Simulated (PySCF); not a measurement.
H2O, SMILES O (connectivity only; charge and spin as stated), charge +1, multiplicity 2. Atoms are numbered in the order given.

```xyz
3

O      0.0000     0.0000    -0.1158
H      0.0000    -0.8204     0.4634
H      0.0000     0.8204     0.4634
```
Charge +1, spin multiplicity 2.

The structure is a stationary point at PBE0-D3(BJ)/def2-TZVPD. The multiplicity is an assumed one; other spin states were not compared.

Calculation: PBE0/pcH-1 in PySCF.

Unrestricted Kohn–Sham, ⟨S²⟩ = 0.753. Hyperfine tensors hold the contact and dipolar terms, without spin-orbit corrections.

Computed hyperfine couplings:
| nucleus | A(iso) (MHz) | A(iso) (G) | dipolar principal values (MHz) |
|---|---|---|---|
| 17O no. 1 | -69.4 | -24.8 | -313.1, 154.1, 158.9 |
| 1H no. 2 | -74.9 | -26.7 | -65.9, -24.7, 90.6 |
| 1H no. 3 | -74.9 | -26.7 | -65.9, -24.7, 90.6 |

Q: And the g tensor (effective nuclear charges for spin-orbit coupling, GIAO)? (The exact figures need the calculation; the answer reports its results.)

A: principal values 2.0021, 2.0065, 2.0159; isotropic 2.0082.
